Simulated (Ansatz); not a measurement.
# CH4O: the cost of one run

Program: Ansatz 0.2.0. Level of theory: the levels named in each step. These are calculated values, not measurements.

## 1. The structure to begin with

Bond lengths: C1–O2 1.406 Å, C1–H3 1.095 Å, C1–H4 1.089 Å, C1–H5 1.096 Å, O2–H6 0.963 Å. Angles: C1–O2–H6 109.0°, O2–C1–H3 111.7°, O2–C1–H4 106.5°, O2–C1–H5 111.7°, H3–C1–H4 109.0°, H3–C1–H5 109.0°, H4–C1–H5 108.9°.

As a file:

```xyz
6

C    -0.6632    0.2072    0.1950
O     0.6079   -0.2335   -0.2149
H    -0.7990    0.1015    1.2768
H    -1.3887   -0.4232   -0.3159
H    -0.8395    1.2517   -0.0855
H     1.2805    0.3079    0.2112
```

## 2. A rough first relaxation, PBE-D4/def2-SVP

This run stands in another session on the same molecule. It ended at:

```xyz
6

C    -0.6434    0.2042    0.1910
O     0.6265   -0.2458   -0.2286
H    -0.8153    0.1032    1.2916
H    -1.4038   -0.4247   -0.3158
H    -0.8586    1.2661   -0.0866
H     1.2925    0.3087    0.2151
```

## 3. Relaxation, PBE0-D4/def2-TZVPP

This run stands in another session on the same molecule. It ended at:

```xyz
6

C    -0.6560    0.2077    0.1941
O     0.6167   -0.2334   -0.2189
H    -0.8044    0.1020    1.2752
H    -1.3912   -0.4186   -0.3106
H    -0.8481    1.2501   -0.0858
H     1.2809    0.3039    0.2127
```

## 4. Relaxation, CCSD(T)/cc-pV(T+d)Z

The input, input.yaml:

```yaml
crystal:
  periodic: [false, false, false]
  atoms:
    - { symbol: C, position_ang: [-0.65600712, 0.20773468, 0.1941322] }
    - { symbol: O, position_ang: [0.61674655, -0.23338589, -0.21889247] }
    - { symbol: H, position_ang: [-0.80439144, 0.10196004, 1.27516943] }
    - { symbol: H, position_ang: [-1.3911904, -0.41860808, -0.31064472] }
    - { symbol: H, position_ang: [-0.84811802, 1.25011779, -0.0858252] }
    - { symbol: H, position_ang: [1.28092044, 0.30385145, 0.21273077] }
basis:
  gaussian: { orbitals: "cc-pV(T+d)Z.json" }
correlation:
  method: ccsd_t
relax:
  f_tol: 0.002
  max_steps: 40
```

The run is started by

```sh
ansatz run input.yaml --threads 4 --pin off --max-ram 10240MiB --backend cpu --events-out ev --progress --plain --runs-dir out
```

Q: Estimate wall time and peak memory on 4 threads of Arm Neoverse V1, shared host.

About 64 s, with a peak of 0.92 GiB.
